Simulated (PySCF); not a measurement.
Species: ClH.
Geometry (B3LYP/6-31+G*, Å), atoms numbered from 1 in this order:
```
atom  x, y, z in Å
Cl1    0.6579   -0.0022   -0.0025
H2    -0.6325    0.0049   -0.0110
```

Method used: PySCF, B3LYP/6-31+G* geometry optimisation, gas phase.

Masses are those of the commonest isotopes; rigid-rotor values at the optimised geometry. 

(1) What are the moment of inertia and the rotational constant?

(2) List the first levels of a rigid rotor in a Σ state.

(3) Where do the first rotational lines fall?

(4) Estimate the classical rotational partition function at 100 K.

## Answers

(1) I = 1.631 u·Å², B = 505379 MHz·u·Å²/I = 309821 MHz (10.3345 cm⁻¹, or 14.869 K as hB/k). For two atoms I = μr² with μ = 0.9796 u and r = 1.2904 Å.

(2) E(J) = BJ(J+1): J = 1: 20.669, J = 2: 62.007, J = 3: 124.014, J = 4: 206.690, J = 5: 310.035, J = 6: 434.049 cm⁻¹.

(3) The dipole is 1.50 D; J+1 ← J lies at 2B(J+1): 1 ← 0 at 619.64 GHz, 2 ← 1 at 1239.28 GHz, 3 ← 2 at 1858.92 GHz, 4 ← 3 at 2478.56 GHz, 5 ← 4 at 3098.21 GHz, 6 ← 5 at 3717.85 GHz.

(4) Point group C∞v, symmetry number σ = 1; q = kT/(σhB), k/h = 20836.6 MHz/K: 6.7 at 100 K.

Not checked by B3LYP/6-31+G* frequencies. Constants of a rigid frame at the computed geometry: no zero-point averaging, no centrifugal distortion.
